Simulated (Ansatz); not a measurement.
Cost and result for the atomization energy of CH₄O₂ (`OCO`) (7 atoms, 6 bonds).

```xyz
7

O     0.812    0.867    0.273
C     0.135   -0.191   -0.337
O    -1.049   -0.531    0.321
H     0.240    1.640    0.246
H     0.849   -1.021   -0.351
H    -0.165    0.051   -1.362
H    -0.821   -0.815    1.212
```

Charge 0, multiplicity 1. All single points use the PBE0-D4/def2-TZVP geometry. It is one conformer, not always the lowest. Program: Ansatz. Hardware: A = 2 threads of an AMD EPYC 7R13 on a shared host; B = 2 threads of an AMD EPYC 7R13 on a shared host and a share of an NVIDIA H100 80 GB. Times are those of one run each, without the atoms' runs, and a repeat can differ threefold. Electronic energies, without spin–orbit coupling; frozen cores. CCSD(T)/CBS extrapolates def2-TZVPP and def2-QZVPP, and its time is that of the two runs behind it. T1 = 0.011. B3LYP takes the VWN-RPA correlation (the form of Gaussian; ORCA's B3LYP/G).

CCSD(T)/CBS is a level of theory with its own doubt, some kJ/mol a heavy atom from the limit and from the frozen cores, so smaller differences don't rank the functionals.

| level | functions | wall time |
| --- | --- | --- |
| PBE0-D4/def2-TZVPP [A] | 149 | 1 s |
| PBE-D4/def2-TZVPP (with forces) [A] | 149 | 1.1 s |
| B3LYP-D4/def2-TZVPP (with forces) [A] | 149 | 1.3 s |
| B2PLYP/def2-TZVPP [A] | 149 | 1.8 s |
| r2SCAN-D4/def2-TZVPP (with forces) [A] | 149 | 1.9 s |
| ωB97X-V/def2-TZVPP [A] | 149 | 2.7 s |
| CCSD(T)/def2-QZVPP [B] | 291 | 3.1 s |
| ωB97M-V/def2-TZVPP (with forces) [A] | 149 | 3.4 s |
| CCSD(T)/def2-TZVPP [A] | 149 | 12 s |
| CCSD(T)/CBS(def2) | – | 15 s |

Question: What atomization energy does each give, and how far from CCSD(T)/CBS? (An estimate is asked.)

Answer: Ansatz gave: 
```
                                 level  atomization (kJ/mol)  difference from CCSD(T)/CBS  per bond
                PBE0-D4/def2-TZVPP [A]                2583.9                        -15.0      -2.5
   PBE-D4/def2-TZVPP (with forces) [A]                2660.2                         61.3      10.2
 B3LYP-D4/def2-TZVPP (with forces) [A]                2585.8                        -13.1      -2.2
                 B2PLYP/def2-TZVPP [A]                2566.0                        -32.9      -5.5
r2SCAN-D4/def2-TZVPP (with forces) [A]                2592.9                         -6.0      -1.0
                ωB97X-V/def2-TZVPP [A]                2592.9                         -6.0      -1.0
                CCSD(T)/def2-QZVPP [B]                2570.1                        -28.8      -4.8
  ωB97M-V/def2-TZVPP (with forces) [A]                2600.7                          1.8       0.3
                CCSD(T)/def2-TZVPP [A]                2528.5                        -70.4     -11.7
                     CCSD(T)/CBS(def2)                2598.9                          0.0       0.0
```

The D4 term adds +10.1 kJ/mol with B3LYP and +5.1 kJ/mol with PBE0; it sums over pairs of atoms, weighted by their polarisabilities, and B3LYP, whose exchange is more repulsive, gets the larger term. In def2-TZVPP, CCSD(T) changes the Hartree–Fock value by +755.2 kJ/mol (the triples alone add +41.7 kJ/mol) and MP2 by +812.0 kJ/mol; breaking electron pairs costs correlation energy, which Hartree–Fock lacks. From PBE to PBE0 (25 % exact exchange), in def2-TZVPP and without D4, the atomization energy moves by −75.1 kJ/mol: exact exchange takes away binding that semilocal exchange gives to molecules.
